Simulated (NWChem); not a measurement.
Molecule: dimethyl ether (C2H6O); SMILES COC

```xyz
9

C      1.1611     0.0000     0.1881
O      0.0000     0.0000    -0.5778
C     -1.1611     0.0000     0.1881
H      1.2330    -0.8952     0.8395
H      1.2330     0.8952     0.8395
H      2.0215     0.0000    -0.4963
H     -1.2330    -0.8952     0.8395
H     -2.0215     0.0000    -0.4963
H     -1.2330     0.8952     0.8395
```
Atoms are numbered in this order, from 1.

Structure relaxed at the PBE0/def2-SVP level.

Symmetry labels are those of C2v in the frame above (b1 and b2, or b-type labels, depend on it).

Q: List the 6 lowest vertical singlet excitations from CAM-B3LYP/def2-SVP, full TDDFT (NWChem).

A: 
```
state  energy (eV)  oscillator strength  symmetry  leading excitation (squared amplitude)
-----  -----------  -------------------  --------  --------------------------------------
S1            7.94                0.081        b2                      HOMO → LUMO (0.96)
S2            9.33                0.000        a2                    HOMO → LUMO+1 (0.98)
S3            9.47                0.027        b2                    HOMO → LUMO+4 (0.93)
S4            9.52                0.033        b2                    HOMO → LUMO+2 (0.96)
S5            9.61                0.022        a1                    HOMO−1 → LUMO (0.89)
S6           10.04                0.135        a1                    HOMO → LUMO+3 (0.87)
```
